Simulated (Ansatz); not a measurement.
Geometry optimisation, RKS PBE0-D4/def2-SVP (Ansatz 0.2.0).

Input:

```yaml
crystal:
  periodic: [false, false, false]
  atoms:
    - { symbol: B, position_ang: [0.02405, -0.379021, -0.393147] }
    - { symbol: F, position_ang: [0.01896, -0.026991, 2.094212] }
    - { symbol: H, position_ang: [1.059096, 0.160447, -0.686474] }
    - { symbol: H, position_ang: [-1.041419, 0.122778, -0.641717] }
    - { symbol: H, position_ang: [0.055581, -1.490071, 0.061248] }
    - { symbol: H, position_ang: [-0.004868, -0.913042, 1.830077] }
basis:
  gaussian: { orbitals: def2-SVP }
hamiltonian:
  xc: pbe0
  dispersion: d4
relax:
  f_tol: 0.03
  max_steps: 50
```

Command:

```bash
$ ansatz run input.yaml --threads 1 --pin off --max-ram 2048MiB --backend cpu --events-out ev --progress --plain --runs-dir out
```

Task: Where does it end, and by what steps?

Result: The forces met the threshold. After 7 steps the energy has fallen by 0.148 eV; F2 moved furthest, 0.45 Å.

```tsv
step	energy less start (eV)	largest force component (eV/Å)	accepted
0	0.0000	0.330	yes
1	-0.0397	1.385	yes
2	-0.0782	1.654	yes
3	-0.0512	1.041	no
4	-0.1410	0.235	yes
5	-0.1453	0.050	yes
6	-0.1475	0.064	yes
7	-0.1479	0.009	yes
```

```xyz
6
Properties=species:S:1:pos:R:3
B 0.017 -0.371 -0.218
F 0.010 -0.005 1.644
H 1.051 0.177 -0.518
H -1.034 0.140 -0.520
H 0.039 -1.577 -0.053
H 0.029 -0.889 1.929
```

Whether the end is a true minimum wasn't checked by a vibrational analysis.

Time of the run: 6.7 s on 1 thread of AMD EPYC 7R43 64-Core Processor (Zen 3) (shared host), peak memory 0.11 GiB.
